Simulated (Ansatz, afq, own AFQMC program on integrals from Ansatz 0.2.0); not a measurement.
**HO, doublet in cc-pVDZ, levels against full CI**

```xyz
2

O     0.0000    0.0000    0.0000
H     0.0000    0.0000    1.8100
```

Basis cc-pVDZ. Only valence electrons are correlated. Integrals, coupled cluster, full CI and functionals: Ansatz 0.2.0; the random walks run on the same integrals in our own AFQMC program. The CISD trial takes its coefficients from CCSD amplitudes. Released means that phaseless walkers are propagated on without the constraint, phases kept. ± is one standard error of the sampling.

Determinant: ROHF, the one that the program's search chose, which needn't be the lowest solution. The geometry is a point of a scan.

Full CI on the same integrals is exact in this basis and with this determinant's frozen core.

Cautions: a spin-contaminated unrestricted determinant lies lower (UHF 2.36 eV lower, ⟨S²⟩ 1.59); strong correlation (T1 0.061, weight of the determinant 0.81, largest double 0.33); the CCSD(T) amplitudes may be one of several solutions (largest double 0.33); the CCSDT(Q) amplitudes may be one of several solutions (largest double 0.37); the CCSDTQ amplitudes may be one of several solutions (largest double 0.37); the released energies are still falling, so no released level is given (meV from the phaseless value at times in 1/Eh: -6 ± 4 at 0.24, -15 ± 4 at 0.51, -22 ± 3 at 0.99, -27 ± 6 at 1.62, -35 ± 4 at 2.40).

```
T1 diagnostic                               : 0.0614
weight of the determinant in the CISD state : 0.806
size of the correlated space                : 7 electrons in 18 orbitals
```

```tsv
level	correlation energy (eV)
MP2	-5.0487
CCSD	-6.0189
CCSD(T)	-6.2278
```

Task: Estimate where full CI lies against CCSD(T) on the same integrals.

Result: 4.8 kJ/mol below CCSD(T).

Reference: full CI, correlation energy -6.277 eV.

```json
{"level": "CCSD(T)", "E − E(reference) (kJ/mol)": "4.8", "share of correlation (%)": "99.21"}
{"level": "CCSDT", "E − E(reference) (kJ/mol)": "2.3", "share of correlation (%)": "99.63"}
{"level": "CCSDT(Q)", "E − E(reference) (kJ/mol)": "-0.2", "share of correlation (%)": "100.03"}
{"level": "CCSDTQ", "E − E(reference) (kJ/mol)": "0.1", "share of correlation (%)": "99.99"}
{"level": "ph-AFQMC/CISD", "E − E(reference) (kJ/mol)": "6.2 ± 0.3", "share of correlation (%)": "98.98"}
```

CCSDT and higher add their correlation energy to the determinant of the CCSD(T) run, since their own runs factorise the integrals more tightly (a shift of under 2 meV). A walk keeps the symmetry of its determinant, which the program's search chose and which needn't be the lowest solution, so a lower state of the same spin and another symmetry isn't excluded.
